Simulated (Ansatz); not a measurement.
A run of Ansatz (development build ahead of 0.2.0) on doublet NO at this shape:

```csv
atom,x (Å),y (Å),z (Å)
N,0.0248,0.0418,-0.6210
O,0.0365,-0.0319,0.5208
```

Its results:

```
Converged                       : yes
Reference energy                : -129.27064 hartree
Correlation energy              : -0.33148 hartree
Total energy                    : -129.60212 hartree
Spin squared of the determinant : 0.782
```

Which input gives this output? Name the method, the orbitals and the basis set, and write the input.

UHF-MP2 in aug-cc-pVDZ.

```yaml
crystal:
  periodic: [false, false, false]
  atoms:
    - { symbol: "N", position_ang: [0.02478, 0.04181, -0.62103] }
    - { symbol: O, position_ang: [0.03645, -0.03194, 0.52082] }
basis:
  gaussian: { orbitals: aug-cc-pVDZ }
magnetization:
  spin_polarized: true
  initial_magnetization: 1
hamiltonian:
  xc: hf
correlation:
  method: mp2
  frozen_orbitals: { "N": 1, O: 1 }
```
